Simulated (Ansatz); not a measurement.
How far each method lies from full CI for HAlSi, singlet

Geometry: displaced at random from a stationary point.

```xyz
3

Si   -0.0154   -0.0090    2.1224
Al   -0.0163   -0.0252   -0.2425
H     0.0317    0.0342   -1.8799
```

Basis 6-31G; Ansatz 0.2.0. Only valence electrons are correlated (noble-gas cores frozen), which leaves 8 electrons in 18 orbitals. Prefix R: restricted or restricted open-shell reference; prefix U: unrestricted. Active spaces: valence = (8e, 9o) chosen from the atoms' valence shells.

Full CI is exact within this basis and frozen core; it isn't the basis-set limit. The frozen core follows each run's orbitals, which can shift R against U totals by a few meV.

The UHF ⟨S²⟩ is 1.000 and the T1 diagnostic (RCCSD) is 0.0298. The largest doubles amplitude (RCCSD) is 0.170.

```csv
level,E − E(RHF) (eV)
RMP2,-1.9813
RCCSD,-2.7047
RCCSD(T),-2.7916
```

Q: Estimate how far full CI in 6-31G lies from RCCSD(T). The table doesn't fix it; the size of (T) and the diagnostics are the guide.

A: Full CI in 6-31G lies 2.58 kcal/mol below RCCSD(T), which is 129 % of the (T) step (-2.00 kcal/mol). More than one determinant leads, and the rest is a large part of (T). The miss exceeds 1 kcal/mol.

The other levels:

```tsv
level	E − E(full CI) (kcal/mol)	share of correlation (%)	wall time
UHF†	50.66	–	–
UMP2†	10.30	–	–
CISD	9.10	86.40	1 s
UCCSD*†	-6.27	–	–
UCCSD(T)*†	-9.49	–	8.5 s
BCCD(T)	2.66	96.03	1 s
RCCSDT*	1.17	98.25	–
UCCSDT*†	-13.14	–	–
RCCSDT(Q)*	0.25	99.63	1.3 s
UCCSDT(Q)*†	-14.02	–	14 s
RCCSDTQ*	0.06	99.92	7 s
UCCSDTQ*†	-13.94	–	42 s
CASSCF (valence space)	14.92	77.71	–
NEVPT2 (valence space)	4.60	93.13	4.9 s
MRCISD (valence space)	0.38	99.43	–
MRCISD+Q (valence space)	0.05	99.93	8 s
```

An asterisk marks runs whose energy the program itself flagged as in doubt. A dagger marks rows that describe another state than the reference (another or a broken symmetry, a higher spin or other natural occupations), so the difference isn't the method's error.

The correlation energy at full CI, counted from RHF, is -2.904 eV. That run took 39 s on 1 thread of INTEL XEON PLATINUM 8581C, shared host over 4,682,448 determinants.

Times hold each run's SCF and search for its determinant on a shared host, so for small cases they say little of a method's own cost; they ran on 1 thread of INTEL XEON PLATINUM 8581C.

Unrestricted levels hold only the spin's projection, and here they fall towards a lower state of higher spin.

The full-CI state has the irrep A' of Cs, in the program's axes (one component, if the state is degenerate).

Natural occupations of full CI about the gap: 1.965 1.955 1.918 0.970 0.942 0.072 0.064 0.064 0.019 0.008; effectively unpaired electrons, Σ n²(2−n)², 2.08. No single determinant describes this state well, so single-reference rows can miss without a flag.
